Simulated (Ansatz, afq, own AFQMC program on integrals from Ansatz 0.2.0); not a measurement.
## N, quartet: AFQMC among the cluster methods

A free N atom.

Basis def2-TZVP. Noble-gas cores (and the filled d shells of Ga–Kr and In–Xe) are frozen. Ansatz 0.2.0 and our own AFQMC program on the same integrals; the CISD trial comes from CCSD amplitudes, and released means the phaseless constraint is let go. Free projection: walkers drawn from exp(T), propagated without any constraint. Its projection time is finite, and what remains of the start isn't in its error. Uncertainties: one standard error, sampling alone.

Determinant: UHF, the one that the program's search chose, which needn't be the lowest solution.

Full CI on the same integrals is exact in this basis and with this determinant's frozen core.

The T1 diagnostic is 0.0063 and the weight of the determinant in the CISD state is 0.964. The ⟨S²⟩ of the determinant is 3.758 and the size of the correlated space is 5 electrons in 30 orbitals.

Reference: full CI, correlation energy -3.091 eV. The released energy is read at 1.50 1/Eh (meV from the phaseless value at times in 1/Eh: -0.7 ± 0.5 at 0.24, -2.3 ± 0.5 at 0.50, -2.1 ± 0.4 at 1.00, -1.7 ± 0.6 at 1.50).

| level | E − E(reference) (kJ/mol) | share of correlation (%) |
| --- | --- | --- |
| HF | 298.2 | 0.00 |
| MP2 | 49.1 | 83.53 |
| CCSD | 6.9 | 97.67 |
| CCSD(T) | 1.0 | 99.66 |
| CCSDT | 0.1 | 99.96 |
| CCSDT(Q) | 0.0 | 100.00 |
| CCSDTQ | 0.0 | 100.00 |
| ph-AFQMC/HF | 0.6 ± 1.0 | 99.78 |
| ph-AFQMC/CISD | 0.2 ± 0.07 | 99.93 |
| released AFQMC | 0.0 ± 0.06 | 99.98 |
| free AFQMC | 0.1 ± 0.07 | 99.97 |

CCSDT and higher add their correlation energy to the determinant of the CCSD(T) run, since their own runs factorise the integrals more tightly (a shift of under 2 meV). Free projections are given only where their last times agree within the noise and don't stop above the reference; a slow remainder of the start can still hide under it. A walk keeps the symmetry of its determinant, which the program's search chose and which needn't be the lowest solution, so a lower state of the same spin and another symmetry isn't excluded. Released energies are given only where the last usable release times agree within the noise; a slower fall can still hide under it.
